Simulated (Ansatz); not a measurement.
This geometry of C2H6N2 (10 atoms, charge 0, multiplicity 1) is a first-order saddle point.

Computed with Ansatz 0.2.0, RKS PBE0-D4/def2-SVP.

```xyz
10
Properties=species:S:1:pos:R:3
C -1.244 0.335 -0.437
C -0.051 -0.047 0.071
N 0.548 -1.266 -0.224
N 0.638 0.685 1.031
H -1.789 -0.310 -1.125
H -1.721 1.259 -0.108
H 1.561 -1.257 -0.253
H 0.162 -1.721 -1.042
H 1.649 0.624 0.983
H 0.331 1.646 1.107
```

(1) Which two structures does it join? (They come from a converged band through this point; their orientation in space is the band's.)

(2) How far does it lie above each of them?

## Answers

(1) No bond is made or broken. The height of N3 over the plane of its neighbours goes from 0.31 to -0.31 Å. The two ends are copies of one structure, up to a mirror image or an exchange of like atoms.

Image 0:

```xyz
10
Properties=species:S:1:pos:R:3
C -1.240 0.311 -0.401
C 0.009 -0.005 0.000
N 0.749 -1.068 -0.509
N 0.718 0.690 0.975
H -1.803 -0.354 -1.056
H -1.714 1.239 -0.079
H 1.206 -1.617 0.214
H 0.230 -1.656 -1.149
H 1.679 0.880 0.708
H 0.250 1.529 1.299
```

Image 8:

```xyz
10
Properties=species:S:1:pos:R:3
C -1.240 0.311 -0.401
C 0.009 -0.005 0.000
N 0.619 -1.233 -0.236
N 0.847 0.856 0.702
H -1.795 -0.343 -1.075
H -1.723 1.228 -0.060
H 1.576 -1.146 -0.566
H 0.077 -1.850 -0.828
H 1.310 0.408 1.488
H 0.402 1.723 0.978
```

(2) 12.2 kJ/mol above the first and 12.2 kJ/mol above the second. This is the barrier of this one path; another mechanism may lie lower.

Run time: 6.2 min on 1 thread of Arm Neoverse V1, with other jobs on the host, peak memory 0.16 GiB.
